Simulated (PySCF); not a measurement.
**Vertical excitation energies**

Compound: C₃H₇FN (charge +1).
SMILES: `C([NH3+])C(F)=C`

Method: TDDFT wB97X-D/def2-SVPD, vertical, gas phase, core orbitals frozen in the response (PySCF 2.14.0, density-fitted response routines). The structure is a single PBE0-D3(BJ)/def2-SVP conformer in the gas phase; no vibrational or solvent corrections. Torsions of this conformer, `[CH2:1]=[C:2]([F:3])[CH2:4][NH3+:5]`: C1–C2–C4–N5 -129°.

```csv
state,E (eV),E (kJ/mol),λ (nm),f,"main configurations (H = HOMO, L = LUMO)"
S1,7.05,680,176.0,0.183,H→L (93%)
S2,7.66,739,161.8,0.249,H→L+1 (90%)
S3,8.49,820,146.0,0.028,"H→L+2 (56%), H→L+3 (28%)"
S4,8.80,849,140.8,0.0029,"H→L+5 (54%), H→L+8 (10%), H→L+3 (10%)"
S5,8.98,867,138.0,0.015,"H→L+3 (43%), H→L+5 (19%), H→L+4 (17%)"
S6,9.08,876,136.6,0.0014,"H-1→L (53%), H-1→L+1 (36%)"
S7,9.21,888,134.7,0.023,"H→L+4 (48%), H→L+2 (19%), H→L+6 (16%)"
S8,9.45,912,131.2,0.0010,"H-2→L (51%), H-2→L+1 (43%)"
S9,9.70,936,127.8,0.030,"H→L+6 (63%), H→L+4 (17%), H→L+7 (12%)"
S10,10.05,970,123.3,0.0003,"H→L+8 (49%), H→L+7 (19%), H→L+6 (12%)"
```

Triplets, Tamm–Dancoff:

```
state  E (eV)  λ (nm)  main configurations (H = HOMO, L = LUMO)
   T1    4.45   278.4                    H→L+1 (51%), H→L (42%)
   T2    7.14   173.6                    H→L (47%), H→L+1 (42%)
   T3    8.40   147.5                  H→L+2 (52%), H→L+3 (29%)
   T4    8.53   145.4                  H→L+5 (60%), H→L+8 (14%)
```

The lowest singlet lies at 7.05 eV (176 nm, vacuum ultraviolet) and is strong; its leading configuration is HOMO→LUMO (93%). The most intense listed level is S2 at 7.66 eV (162 nm, f = 0.249), 0.62 eV above S1. Löwdin shares by element: HOMO carbon 76%, fluorine 15%; LUMO carbon 25% or more, nitrogen 16%, hydrogen 15% or more (atoms not listed hold the other 44%). Orbital energies (eV): HOMO-3 -19.02, HOMO-2 -17.97, HOMO-1 -17.58, HOMO -14.26, LUMO -3.37, LUMO+1 -2.53, LUMO+2 -1.54. Weighted by f, the mean energy of these states is 7.73 eV. The oscillator strengths of these states sum to 0.534; summed over the whole spectrum of an exact calculation they would give the number of electrons, 40 (Thomas–Reiche–Kuhn). All these states lie below the vertical ionisation energy of 14.80 eV (ΔSCF). Singlets were solved by full linear response, triplets in the Tamm–Dancoff approximation.
